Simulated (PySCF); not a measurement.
Gas-phase reaction: 6 SiHCl₂ → 2 H₃SiSiCl₃ + 3 Cl₂ + 2 Si

Energies from PySCF, thermal terms from the rigid-rotor harmonic-oscillator model, ideal gas at 1 bar. † marks an energy on the PBE0/def2-TZVP geometry and frequencies; other levels use their own. MP2 freezes the core. 6-31G* has spherical d functions here. Open shells (unrestricted): SiHCl₂ (multiplicity 2), Si (multiplicity 3, electronic degeneracy 9); the rest are closed-shell singlets. Spin-orbit splitting is ignored; it lowers the true energy and changes the entropy of Si. SiHCl₂, H₃SiSiCl₃: computed as isolated molecules; such fragments, hydroxides, amides, oligomers or adducts are transient or little studied in the gas. MP2 isn't extrapolated to the basis-set limit; its ΔH°(298 K) is 928.1 kJ in def2-SVP and 948.4 kJ in def2-TZVPP. The harmonic model lacks anharmonicity and excited electronic states, which grow with temperature; levels with a mode under 35 cm⁻¹ are left out. Internal rotation in H₃SiSiCl₃ is treated as a harmonic vibration of one conformer, which makes the entropy rough.

```
level               ΔE electronic, kJ  ΔH°(298 K), kJ  ΔS°(298 K), J/K  ΔG°(1600 K), kJ
------------------  -----------------  --------------  ---------------  ---------------
HF/6-31G*                         967             971              -27              980
HF/def2-TZVP†                     991             997              -21              998
M06-2X/def2-TZVP†                 968             974              -21              975
MP2/def2-SVP†                     922             928              -21              929
MP2/def2-TZVPP†                   942             948              -21              949
PBE/def2-TZVP†                    926             933              -21              933
PBE0/def2-QZVP†                   948             954              -21              955
PBE0/def2-SVP†                    952             958              -21              959
PBE0/def2-TZVP                    948             954              -21              955
LDA/def2-TZVP†                    949             955              -21              956
ωB97X-V/def2-TZVP†                911             917              -21              918
```
ΔH° is lowest at ωB97X-V/def2-TZVP† and highest at HF/def2-TZVP†. No reference value is set beside these.
